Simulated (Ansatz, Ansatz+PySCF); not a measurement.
```yaml
atoms:
  - { symbol: C, position_ang: [0.0000, 0.0000, -0.6844] }
  - { symbol: C, position_ang: [0.0000, 0.0000, 0.6844] }
```

UHF on doublet C2(-) was run in several spherical basis sets with Ansatz (development build ahead of 0.2.0). Caution: no diffuse functions for an anion. Caution for UHF: the determinant may break the point group.

(1) Rank the basis sets by the total energy that they give, lowest first, with the distance from the lowest.
A. cc-pVDZ
B. def2-TZVP
C. def2-SVP
D. 6-31G(d)
E. cc-pVTZ

## Answers

(1) B (0.00 eV), E (0.22 eV), A (0.90 eV), D (1.54 eV), C (2.77 eV).

Totals follow the description of the cores as much as that of the bonds, so this order isn't one of quality for chemistry.
